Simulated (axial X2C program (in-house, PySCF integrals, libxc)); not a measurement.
Spectroscopic constants of LiO

Computed with an in-house all-electron X2C program for linear molecules (integrals from PySCF). Spin-free means the one-electron spin-free X2C Hamiltonian; two-component (2c) means X2C with spin–orbit coupling and atomic mean-field two-electron Coulomb and Gaunt terms, so the difference of the two also holds small scalar two-electron terms. Basis: O dyall-av3z [7s6p3d2f], Li dyall-cv3z [7s8p2d] (cores contracted in-house); Gaussian nuclei, density fitting, unrestricted open shells. Masses: O 15.995 u, Li 7.016 u.

The run was started with this input:
```json
{"zs": [8, 3], "q": 0, "bas": ["dyall-av3z", "dyall-cv3z"], "levels": ["PBE0", "HF", "PBE"], "cc": true, "r0": 1.81, "thr": -2.0, "nmax": 90, "npts": 10, "nst": 2, "ntry": 6}
```
```bash
python so2c.py task.json out
```

Keys: zs atomic numbers; q charge; bas basis sets; levels methods; cc coupled cluster on or off; r0 starting distance in Å; thr threshold in hartree for freezing inner shells (an s shell follows its p shell); nmax most natural virtual spinors; npts points on the curve; nst determinants followed; ntry starts of the search. HF also brings MP2.

State, spin-free: M_S = 1/2, Λ = 1 (beyond evenly filled blocks: π+α, π+β, π-α); electrons by block: σα: 4, σβ: 4, π+α: 1, π+β: 1, π-α: 1. Fragments: O + Li.

State, 2c: Ω = 3/2 (⟨Sz⟩ = 0.50, ⟨Lz⟩ = 1.00 at PBE0); electrons by block: 1/2: 5, -1/2: 5, 3/2: 1. Fragments: O + Li.

```
Hamiltonian    level  Re (Å)  ωe (cm⁻¹)  Be (cm⁻¹)  αe (cm⁻¹)  De (eV)  D0 (eV)  k (mdyn/Å)  μ (D)
         2c     PBE0   1.682      819.2      1.222     0.0181     3.37     3.32        1.93   6.51
         2c       HF   1.676      848.2       1.23     0.0174     1.71     1.66        2.07   6.77
         2c      MP2   1.708      794.3      1.185     0.0173     3.58     3.53        1.81    n/a
         2c     CCSD   1.701      805.5      1.195     0.0173     3.40     3.35        1.86    n/a
         2c  CCSD(T)   1.706      795.3      1.187     0.0175     3.51     3.46        1.82    n/a
         2c      PBE   1.698      787.6      1.199     0.0184     3.61     3.56        1.78   6.40
```

Spin-free values that have a 2c row agree with it to the digits that matter (0.001 Å, 0.01 eV) and are not repeated.

Correlated methods: 7 electrons correlated (number of frozen shells: O 1 s; Li 1 s), 171 virtual spin orbitals or spinors in MP2, 80 natural virtuals in coupled cluster.

Dipoles are positive if Li is the positive end.

Occupations by symmetry block were frozen at the best pattern of an incomplete PBE0 search. Dissociation energies refer to the lowest single-determinant-based atoms at the same level and basis. Density functionals use the spin component along the axis (collinear). CCSD and (T) use frozen natural virtuals with an MP2 correction for the truncation; (T) itself is uncorrected, so its De runs slightly low. The 2c atoms are single determinants rather than J levels; their spin–orbit lowering is only partly caught, and De is too large by that part. This holds for PBE0, PBE. Other states lie close and PBE0, whose exact exchange favours high spin, may order them wrongly; the determinant shown need not be the ground state. The nearest other 2c determinant of the search, Ω = 1/2, lies 0.01 eV up at the distance of the search. The functionals have no current-density term, which raises determinants with orbital currents, atoms included.

Rough cost a point (2c) on 1 thread(s) of a shared host, integrals apart: PBE0 0.13 s, HF 0.07 s, CCSD(T) 1.1 s, PBE 0.12 s.

The whole task took 34 s on 1 thread of Arm Neoverse V1, with other jobs on the host.
